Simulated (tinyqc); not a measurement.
Pariser-Parr-Pople SCF with singles CI, for the molecule C=CC(=C)N=C (SMILES; centres numbered as the heavy atoms are written), step by step. One step of it, computed by the program tinyqc.

Problem. Singles CI, triplets. Over the 6 single excitations with the smallest orbital gaps: A = (e_a - e_i) delta - (ij|ab), with (pq|rs) = sum c_mp c_mq gamma_mn c_nr c_ns.

orbital energies (eV): [-14.132260, -11.361196, -9.247503, -2.065798, -0.688053, 2.301489]

coefficients, order 1C, 2C, 3C, 4C, 5N, 6C:
```
[[0.165819, 0.473280, -0.496386, 0.326602, 0.558852, 0.288317],
 [0.319371, 0.551426, -0.307967, -0.169572, -0.487165, -0.482705],
 [0.545982, 0.213777, 0.376483, -0.296123, -0.162078, 0.632855],
 [0.275762, 0.192643, 0.627090, 0.578983, 0.161349, -0.363797],
 [0.613524, -0.445034, -0.140290, -0.324208, 0.433199, -0.336273],
 [0.346343, -0.437113, -0.322638, 0.580134, -0.458684, 0.194774]]
```

repulsion gamma_rs (eV), order 1C, 2C, 3C, 4C, 5N, 6C:
```
[[11.130000, 5.346287, 3.872515, 2.881136, 3.573855, 2.621087],
 [5.346287, 11.130000, 5.345539, 3.871994, 3.940988, 2.881267],
 [3.872515, 5.345539, 11.130000, 5.344569, 5.477679, 3.872515],
 [2.881136, 3.871994, 5.344569, 11.130000, 3.940614, 3.517359],
 [3.573855, 3.940988, 5.477679, 3.940614, 12.300000, 5.476893],
 [2.621087, 2.881267, 3.872515, 3.517359, 5.476893, 11.130000]]
```

Give: triplet CI matrix; triplet excitation energies.

Solution.

triplet CI matrix (eV), order 3>4, 3>5, 2>4, 2>5, 3>6, 1>4:
```
[[1.900, -0.559, -0.781, 0.950, 0.608, -0.267],
 [-0.559, 3.706, 0.950, 0.538, -0.055, -0.347],
 [-0.781, 0.950, 4.462, -0.002, 0.430, 0.465],
 [0.950, 0.538, -0.002, 5.040, 1.149, -1.234],
 [0.608, -0.055, 0.430, 1.149, 6.141, 0.883],
 [-0.267, -0.347, 0.465, -1.234, 0.883, 6.731]]
```

triplet excitation energies (eV): [1.331, 2.887, 3.694, 5.337, 7.102, 7.631]
